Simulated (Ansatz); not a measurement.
# CH₂Mg+ (quartet): wave-function methods side by side, def2-TZVPP

One table from this session's results is given with a row withheld; the runs are named, their logs left out.

Method: def2-TZVPP, core rule «outside noble gas», up to 6 orbitals frozen; program: Ansatz 0.2.0, Gaussian basis.

To be run: UHF; ROHF; CCSD(T) on UHF.

2 further runs of the same task are left out: 2 set aside as unsound or not needed.

### The geometry

The geometry is a PBE0/def2-TZVP stationary point (not a proven minimum) of the parent state, kept for this charge and spin.

4 atoms, charge 1, spin multiplicity 4.

Atoms are counted from 1 here; the program's logs count them from 0.

Bond lengths: C1–Mg2 2.007 Å, C1–H3 1.089 Å, Mg2–H4 1.696 Å. Angles: Mg2–C1–H3 180.0°, C1–Mg2–H4 180.0°.

Set-up of the first run:

Input file in.yaml:

```yaml
crystal:
  periodic: [false, false, false]
  atoms:
    - {symbol: C, position_ang: [0.000000, 0.000000, 1.155397]}
    - {symbol: Mg, position_ang: [0.000000, 0.000000, -0.851568]}
    - {symbol: H, position_ang: [0.000000, 0.000000, 2.244181]}
    - {symbol: H, position_ang: [0.000000, 0.000000, -2.548010]}
basis:
  gaussian: {orbitals: def2-TZVPP}
total_charge: 1
magnetization: {spin_polarized: true, initial_magnetization: 3}
hamiltonian: {xc: hf}
output: {orbitals: {seedname: orbitals}}
```

Run with:

```
$ ansatz run in.yaml --threads 1 --pin off --events-out ev --progress --plain --max-ram 4096MiB --backend cpu
```

Among the steps run: UHF; ROHF; CCSD(T) on UHF.

One table of the session follows, with a row left open; its other results are not shown here.

It belongs to the step «Misses and costs». 

| method | from UCCSD(T) (meV) |
| --- | --- |
| ROHF | ? |
| UHF | +4106.2 |
| UMP2 | +743.2 |
| UCCSD | +145.9 |
| UCCSD(T) | 0 |

**Question.** Estimate the row for ROHF.

The run gave: from UCCSD(T) (meV): +4383.0. In the column «from UCCSD(T) (meV)» it is the highest.
